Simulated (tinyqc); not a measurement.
Inside a calculation. Method: ROHF in the sto-6g basis, for NH, spin multiplicity 3. One step of it, computed by the program tinyqc.

Question. Iteration 3: building the Fock matrix. J_ij = sum D_kl (ij|kl) with D = D(alpha) + D(beta), K_ij = sum D_kl (ik|jl) for each spin; F = H + J - K(s); E = tr D H + tr D J / 2 - 0.5 sum_s tr D(s) K(s) + E_nn.

D(alpha) after iteration 2:
```
            1N 1s      1N 2s    1N 2px    1N 2py     1N 2pz      2H 1s
1N 1s    1.053260  -0.232373  0.000000  0.000000   0.041006  -0.007115
1N 2s   -0.232373   1.029405  0.000000  0.000000  -0.225747  -0.045857
1N 2px   0.000000   0.000000  1.000000  0.000000   0.000000   0.000000
1N 2py   0.000000   0.000000  0.000000  1.000000   0.000000   0.000000
1N 2pz   0.041006  -0.225747  0.000000  0.000000   0.433991   0.376048
2H 1s   -0.007115  -0.045857  0.000000  0.000000   0.376048   0.350493
```

D(beta) after iteration 2:
```
            1N 1s      1N 2s    1N 2px    1N 2py     1N 2pz      2H 1s
1N 1s    1.053260  -0.232373  0.000000  0.000000   0.041006  -0.007115
1N 2s   -0.232373   1.029405  0.000000  0.000000  -0.225747  -0.045857
1N 2px   0.000000   0.000000  0.000000  0.000000   0.000000   0.000000
1N 2py   0.000000   0.000000  0.000000  0.000000   0.000000   0.000000
1N 2pz   0.041006  -0.225747  0.000000  0.000000   0.433991   0.376048
2H 1s   -0.007115  -0.045857  0.000000  0.000000   0.376048   0.350493
```

core Hamiltonian H = T + V (hartree):
```
             1N 1s      1N 2s     1N 2px     1N 2py     1N 2pz      2H 1s
1N 1s   -24.874404  -5.426133   0.000000   0.000000  -0.011727  -0.911610
1N 2s    -5.426133  -6.626349   0.000000   0.000000  -0.135610  -2.111235
1N 2px    0.000000   0.000000  -5.328294   0.000000   0.000000   0.000000
1N 2py    0.000000   0.000000   0.000000  -5.328294   0.000000   0.000000
1N 2pz   -0.011727  -0.135610   0.000000   0.000000  -5.416357  -1.740273
2H 1s    -0.911610  -2.111235   0.000000   0.000000  -1.740273  -3.491930
```

Two-electron integrals (ij|kl) in chemists' order, unique and non-zero (hartree):
```
(11|11) 4.168742   (21|11) 0.583648   (21|21) 0.104114   (22|11) 0.968487
(22|21) 0.214450   (22|22) 0.708398   (31|31) 0.022075   (32|31) 0.033611
(32|32) 0.156576   (33|11) 0.968488   (33|21) 0.214450   (33|22) 0.708398
(33|33) 0.763241   (41|41) 0.022075   (42|41) 0.033611   (42|42) 0.156576
(43|43) 0.041133   (44|11) 0.968488   (44|21) 0.214450   (44|22) 0.708398
(44|33) 0.680975   (44|44) 0.763241   (51|51) 0.022075   (52|51) 0.033611
(52|52) 0.156576   (53|53) 0.041133   (54|54) 0.041133   (55|11) 0.968488
(55|21) 0.214450   (55|22) 0.708398   (55|33) 0.680975   (55|44) 0.680975
(55|55) 0.763241   (61|11) 0.103351   (61|21) 0.017690   (61|22) 0.035710
(61|33) 0.035612   (61|44) 0.035612   (61|51) 0.000994   (61|52) 0.001955
(61|55) 0.035905   (61|61) 0.003075   (62|11) 0.268122   (62|21) 0.060270
(62|22) 0.222062   (62|33) 0.217459   (62|44) 0.217459   (62|51) 0.005423
(62|52) 0.040926   (62|55) 0.231268   (62|61) 0.010405   (62|62) 0.091896
(63|31) 0.006299   (63|32) 0.035930   (63|53) 0.008081   (63|63) 0.011579
(64|41) 0.006299   (64|42) 0.035930   (64|54) 0.008081   (64|64) 0.011579
(65|11) 0.220617   (65|21) 0.050245   (65|22) 0.196714   (65|33) 0.187526
(65|44) 0.187526   (65|51) 0.010152   (65|52) 0.069227   (65|55) 0.215089
(65|61) 0.009041   (65|62) 0.097669   (65|65) 0.113694   (66|11) 0.431251
(66|21) 0.098707   (66|22) 0.416020   (66|33) 0.397296   (66|44) 0.397296
(66|51) 0.010635   (66|52) 0.110690   (66|55) 0.453466   (66|61) 0.017215
(66|62) 0.224970   (66|65) 0.267327   (66|66) 0.774999
```

nuclear repulsion = 3.06135577 hartree

Give: Coulomb J; exchange K(alpha); exchange K(beta); F(alpha); F(beta); total energy of this density.

Answer.

Coulomb J (hartree):
```
          1N 1s   1N 2s  1N 2px  1N 2py   1N 2pz   2H 1s
1N 1s   13.5926  2.3225  0.0000  0.0000  -0.0050  0.3992
1N 2s    2.3225  5.8767  0.0000  0.0000   0.0383  1.8530
1N 2px   0.0000  0.0000  5.8542  0.0000   0.0000  0.0000
1N 2py   0.0000  0.0000  0.0000  5.8542   0.0000  0.0000
1N 2pz  -0.0050  0.0383  0.0000  0.0000   5.9217  1.6642
2H 1s    0.3992  1.8530  0.0000  0.0000   1.6642  3.6668
```

exchange K(alpha) (hartree):
```
         1N 1s    1N 2s  1N 2px  1N 2py   1N 2pz   2H 1s
1N 1s   4.2792   0.6680  0.0000  0.0000   0.0011  0.1233
1N 2s   0.6680   1.1621  0.0000  0.0000  -0.0492  0.4085
1N 2px  0.0000   0.0000  0.9978  0.0000   0.0000  0.0000
1N 2py  0.0000   0.0000  0.0000  0.9978   0.0000  0.0000
1N 2pz  0.0011  -0.0492  0.0000  0.0000   0.7774  0.3823
2H 1s   0.1233   0.4085  0.0000  0.0000   0.3823  0.5740
```

exchange K(beta) (hartree):
```
         1N 1s    1N 2s  1N 2px  1N 2py   1N 2pz   2H 1s
1N 1s   4.2350   0.6008  0.0000  0.0000   0.0011  0.1107
1N 2s   0.6008   0.8489  0.0000  0.0000  -0.0492  0.3366
1N 2px  0.0000   0.0000  0.1934  0.0000   0.0000  0.0000
1N 2py  0.0000   0.0000  0.0000  0.1934   0.0000  0.0000
1N 2pz  0.0011  -0.0492  0.0000  0.0000   0.6952  0.3661
2H 1s   0.1107   0.3366  0.0000  0.0000   0.3661  0.5508
```

F(alpha) (hartree):
```
           1N 1s    1N 2s   1N 2px   1N 2py   1N 2pz    2H 1s
1N 1s   -15.5610  -3.7717   0.0000   0.0000  -0.0179  -0.6357
1N 2s    -3.7717  -1.9117   0.0000   0.0000  -0.0482  -0.6667
1N 2px    0.0000   0.0000  -0.4719   0.0000   0.0000   0.0000
1N 2py    0.0000   0.0000   0.0000  -0.4719   0.0000   0.0000
1N 2pz   -0.0179  -0.0482   0.0000   0.0000  -0.2721  -0.4584
2H 1s    -0.6357  -0.6667   0.0000   0.0000  -0.4584  -0.3991
```

F(beta) (hartree):
```
           1N 1s    1N 2s  1N 2px  1N 2py   1N 2pz    2H 1s
1N 1s   -15.5168  -3.7045  0.0000  0.0000  -0.0179  -0.6231
1N 2s    -3.7045  -1.5986  0.0000  0.0000  -0.0482  -0.5948
1N 2px    0.0000   0.0000  0.3325  0.0000   0.0000   0.0000
1N 2py    0.0000   0.0000  0.0000  0.3325   0.0000   0.0000
1N 2pz   -0.0179  -0.0482  0.0000  0.0000  -0.1899  -0.4423
2H 1s    -0.6231  -0.5948  0.0000  0.0000  -0.4423  -0.3759
```

total energy of this density = -54.777617 hartree
